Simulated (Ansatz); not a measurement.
The same path of AlCl2H + H (5 atoms, charge 0, multiplicity 2) was run twice with different band settings. Lost on the way: Al1–H2. Made: H2–H5.

Computed with UKS B3LYP/cc-pVDZ in Ansatz 0.2.0.

Relaxed end points:

```xyz
5
Properties=species:S:1:pos:R:3
Al 0.000 0.000 -0.290
H 0.000 0.000 1.276
Cl 1.821 0.000 -1.382
Cl -1.821 0.000 -1.382
H 0.000 0.000 4.127
```

```xyz
5
Properties=species:S:1:pos:R:3
Al 0.000 0.000 -0.807
H 0.000 0.000 3.096
Cl 1.852 0.000 -1.898
Cl -1.852 0.000 -1.898
H 0.000 0.000 3.858
```

Common settings: spring 5.0 eV/Å²; optimiser quadratic models (default); start path through a guess of the saddle point; force threshold 0.03 eV/Å; iteration limit 60; end points relaxed.

| run | movable images | climbing image |
| --- | --- | --- |
| 1 | 7 | yes |
| 2 | 8 | no |

(1) What does each run give, and how far can it be trusted?

Answers

(1) Run 1: converged after 6 iterations, highest image 0.018 eV above the first end. A vibrational analysis at the climbing image gives one clearly imaginary mode, 230i cm⁻¹: a first-order saddle point.
Run 2: converged after 5 iterations, highest image 0.015 eV above the first end. No image climbed, so the highest image needn't sit at the top of the path.
